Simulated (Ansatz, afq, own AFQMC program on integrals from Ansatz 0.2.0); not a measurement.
AFQMC on a folder of integrals that Ansatz 0.2.0 wrote.

```yaml
crystal:
  periodic: [false, false, false]
  atoms:
    - {symbol: C, position_ang: [-0.703399, 0.704059, -0.843298]}
    - {symbol: N, position_ang: [0.380008, 0.562603, -0.251954]}
    - {symbol: H, position_ang: [-1.547685, 0.002197, -0.688214]}
    - {symbol: H, position_ang: [-0.875284, 1.538572, -1.552864]}
basis:
  gaussian: {orbitals: def2-TZVP}
magnetization: {spin_polarized: true, initial_magnetization: 1}
correlation: {method: ccsd_t, electrons: outside_noble_gas, hamiltonian_folder: ham}
```

```sh
$ ansatz run in.yaml --threads 2 --pin off --events-out ev --progress --plain --max-ram 34560MiB --backend cuda --devices 0, --max-vram 37GiB
```

afq runs on the folder ham with

```
--method phaseless --trial hf --walkers 2800 --populations 20 --least-time 40 --time-step 0.005 --steps-per-block 20 --equilibration-blocks 224 --max-blocks 4000 --target-error 0.001 --factor-cut 1e-05 --start spin_pure --seed 3026 --taylor-order 6
```

Times are imaginary, in 1/Eh. The walk had a cap of 194 s. With eight or more populations the least sampling time is a fifth of least-time, and the error comes from their spread.

```
orbitals 72  electrons 6 5  factors 494 of 494
reference energy -93.46831755 Eh
CCSD correlation -0.33722221 Eh in 12 cycles, weight of the determinant in the CISD state 0.8464
energy of the start -93.475451 Eh
 block  time / (1/Eh)  mean weight  energy / Eh
     1     0.100  1.0017  -93.578595
     2     0.200  1.0026  -93.642467
     3     0.300  1.0022  -93.686129
     4     0.400  1.0025  -93.715984
     5     0.500  1.0019  -93.738174
     8     0.800  1.0011  -93.781289
    12     1.200  1.0003  -93.801998
    45     4.500  1.0002  -93.823772
    78     7.800  0.9995  -93.820566
   111    11.100  1.0004  -93.834313
   122    12.200  1.0002  -93.813774
   144    14.400  0.9995  -93.821612
   177    17.700  1.0001  -93.828610
   210    21.000  1.0002  -93.821372
   243    24.300  1.0009  -93.817891
   276    27.600  0.9999  -93.816617
   309    30.900  1.0004  -93.825788
   342    34.200  1.0003  -93.816772
   375    37.500  0.9996  -93.818337
   408    40.800  0.9997  -93.820111
   441    44.100  0.9999  -93.818329
error from the spread of 20 populations
energy -93.822069 +/- 0.000940 Eh
(rows thinned)
```

Task: Estimate how long the walk took on 1 × NVIDIA H100 80GB HBM3 with 4 threads of AMD EPYC 7R13 Processor (Zen 3), with other jobs on the host (the card was shared).

Result: 64 s of wall time.

The run passed its tests (sampling time, drift between the halves within three errors, error under three times the target), which doesn't prove that it has relaxed.

Against this walk (error 25.6 meV) on the same determinant: CCSD(T) 57.5 meV higher, CCSDT(Q) 0.4 meV higher (within the noise), a separate phaseless walk with a CISD trial and standard settings 11.6 ± 26.1 meV higher (within the noise). The error is statistical and leaves out the bias of the constraint. The determinant has ⟨S²⟩ = 0.94, so the low cluster orders mix in higher spin (the high orders can go on to a lower state of that spin), while the walk starts as a pure doublet. None of these is a sure reference here.

Cautions: constraint bias not in the error; raised T1 diagnostic (T1 0.044, weight of the determinant 0.85, largest double 0.11); unrestricted determinant spin contaminated (⟨S²⟩ 0.94 against 0.75).

CCSDT and higher add their correlation energy to the determinant of the CCSD(T) run, since their own runs factorise the integrals more tightly (a shift of under 2 meV).
